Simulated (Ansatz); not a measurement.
# B₂H₂ (singlet): the correlation ladder at a displaced geometry (v2), cc-pVTZ

The task here is to estimate one member of a computed series from the others.

Computed with Ansatz 0.2.0, Gaussian basis. Level: cc-pVTZ, core rule «outside noble gas», up to 2 orbitals frozen.

The runs, in order: UHF; CCSD(T) on RHF; CCSD(T) on UHF; BCCD(T) on RHF; CISD; CCSDT(Q) on RHF.

12 further runs of the same task are left out: 3 for a known fault of the program, 1 for a mislabelled method, 3 that didn't finish, 5 set aside as unsound or not needed.

### The geometry

The geometry is a PBE0/def2-TZVP stationary point (not a proven minimum) with its atoms shifted at random (size 0.100 Å).

4 atoms, charge 0, spin multiplicity 1.

Atoms are counted from 1 here; the program's logs count them from 0.

Bond lengths: B1–B2 1.759 Å, B1–H3 1.184 Å, B1–H4 1.278 Å. Angles: B2–B1–H3 121.1°, B2–B1–H4 120.4°, H3–B1–H4 117.5°.

The first run:

Input file in.yaml:

```yaml
crystal:
  periodic: [false, false, false]
  atoms:
    - {symbol: B, position_ang: [0.079389, 0.000578, 0.746531]}
    - {symbol: B, position_ang: [-0.085485, 0.008952, -1.004340]}
    - {symbol: H, position_ang: [-0.008864, 1.000513, 1.373500]}
    - {symbol: H, position_ang: [0.074244, -1.102727, 1.391714]}
basis:
  gaussian: {orbitals: cc-pVTZ}
magnetization: {spin_polarized: true, initial_magnetization: 0}
hamiltonian: {xc: hf}
output: {orbitals: {seedname: orbitals}}
```

Run with:

```sh
$ ansatz run in.yaml --threads 1 --pin off --events-out ev --progress --plain --max-ram 2393MiB
```

Among the steps run: UHF; CCSD(T) on RHF; CCSD(T) on UHF; BCCD(T) on RHF; CISD; CCSDT(Q) on RHF.

One table of the session follows, with a row left open; its other results are not shown here.

| method | from RCCSDT(Q) (meV) |
| --- | --- |
| RHF | +5664.0 |
| UHF | +5064.8 |
| RMP2 | +1282.2 |
| UMP2 | ? |
| CISD | +614.8 |
| RCCSD | +204.8 |
| UCCSD | +140.2 |
| RCCSD(T) | +40.1 |
| UCCSD(T) | -18.8 |
| BCCD(T) | +39.4 |
| RCCSDT | +8.7 |
| RCCSDT(Q) | 0 |

Q: Estimate the row for UMP2 from the others.

**Answer.** from RCCSDT(Q) (meV): +1131.6. In the column «from RCCSDT(Q) (meV)» it lies between CISD (+614.8) and RMP2 (+1282.2).

To keep in mind: The determinant is far from a pure spin state, so its energy mixes those of several spin states (harmless only where they are near-degenerate, as at dissociation). Warnings: restricted reference is unstable; spin contamination. Restricted and unrestricted rows rest on different reference determinants; where their highest levels disagree by more than a few hundredths of an eV, they describe different states and don't form one ladder.
